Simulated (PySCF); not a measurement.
Gas-phase reaction: (CH₃)₃N + ethylsilane → H₃SiN(CH₃)₂ + C₃H₈

Method: PySCF energies (xtb for GFN2) plus ideal-gas RRHO corrections (1 bar). † marks an energy on the PBE0/def2-TZVP geometry and frequencies; other levels use their own. All species are closed-shell singlets. The harmonic model lacks anharmonicity and excited electronic states, which grow with temperature; levels with a mode under 35 cm⁻¹ are left out. Internal rotation in (CH₃)₃N, ethylsilane, H₃SiN(CH₃)₂, C₃H₈ is treated as a harmonic vibration of one conformer, which makes the entropy rough.

```csv
level,"ΔE electronic, kJ","ΔH°(298 K), kJ","ΔS°(298 K), J/K","ΔG°(1200 K), kJ"
GFN2-xTB,-95,-92,6,-99
M06-2X/def2-TZVP†,-72,-70,10,-81
PBE/def2-SVP,-56,-54,9,-64
PBE0/def2-TZVP,-66,-63,10,-75
r2SCAN/def2-TZVP†,-67,-65,10,-76
ωB97M-V/def2-TZVP†,-69,-66,10,-78
ωB97X-V/def2-TZVP†,-68,-66,10,-77
```
ΔH° is lowest at GFN2-xTB and highest at PBE/def2-SVP. No reference value is set beside these.
